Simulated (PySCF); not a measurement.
C2H6O, SMILES COC. Atoms are numbered in the order given.

```xyz
9

C      1.1719     0.0000    -0.1949
O      0.0000     0.0000     0.5882
C     -1.1719     0.0000    -0.1949
H      1.2270    -0.8906    -0.8353
H      1.2270     0.8906    -0.8353
H      2.0207     0.0000     0.4872
H     -1.2270    -0.8906    -0.8353
H     -2.0207     0.0000     0.4872
H     -1.2270     0.8906    -0.8353
```

Geometry: B3LYP-D3(BJ)/def2-TZVP.

Two levels are set side by side: PBE/pcJ-1 (PySCF) and PBE0/pcJ-1 (PySCF). One-bond couplings, all four terms, same geometry. Isotopes: 13C, 17O, 1H. Differences are taken from unrounded values.

```json
[
 {"quantity": "¹J(C1,H4) (Hz)", "PBE0": "133.8"},
 {"quantity": "¹J(C1,H5) (Hz)", "PBE0": "133.8"},
 {"quantity": "¹J(C1,H6) (Hz)", "PBE0": "141.6"},
 {"quantity": "¹J(C3,H7) (Hz)", "PBE0": "133.8"},
 {"quantity": "¹J(C3,H8) (Hz)", "PBE0": "141.6"},
 {"quantity": "¹J(C3,H9) (Hz)", "PBE0": "133.8"}
]
```

What does PBE give, and how far is it from PBE0? (An estimate is asked for; the answer gives what the named calculation found.)


```tsv
quantity	PBE	PBE minus PBE0
¹J(C1,H4) (Hz)	129.1	-4.7
¹J(C1,H5) (Hz)	129.1	-4.7
¹J(C1,H6) (Hz)	137.4	-4.2
¹J(C3,H7) (Hz)	129.1	-4.7
¹J(C3,H8) (Hz)	137.4	-4.2
¹J(C3,H9) (Hz)	129.1	-4.7
```

Rough cost on one machine, each run with all the roots and properties that it gave: PBE0 against PBE about 2 times.
